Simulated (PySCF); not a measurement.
# C2H5Cl (chloroethane): the cost of one run

Programs: PySCF 2.14.0, with routines of our own; each step states its level. All values are computed. Atoms count from 0.

### 1 The starting structure

8 atoms, charge 0, multiplicity 1; geometry from: GFN2-xTB.

### 2 Relaxing the molecule at PBE0-D3(BJ)/def2-TZVP

Job settings and geometry (Å):

```
{"job": {"xc": "PBE0", "basis": "def2-TZVP", "d3": "d3bj", "grid": 2, "kind": "geom"}, "charge": 0, "multiplicity": 1}
C     -0.796986     0.041376    -0.042231
C      0.699432    -0.191177    -0.016036
Cl     1.559180     1.295443     0.483938
H     -1.156363     0.328988     0.942472
H     -1.051153     0.828643    -0.747576
H     -1.298248    -0.875567    -0.345049
H      1.081254    -0.454223    -1.002315
H      0.971943    -0.964070     0.702232
```

Run with:

```bash
OMP_NUM_THREADS=1 python excited_run.py task.json out
```

One launch serves the whole session: the jobs run in the order shown.

Q: Estimate the wall time and peak memory of this first job on 1 thread of Intel Xeon Platinum 8488C, shared host.

About 9.3 s, with a peak of 0.55 GiB.
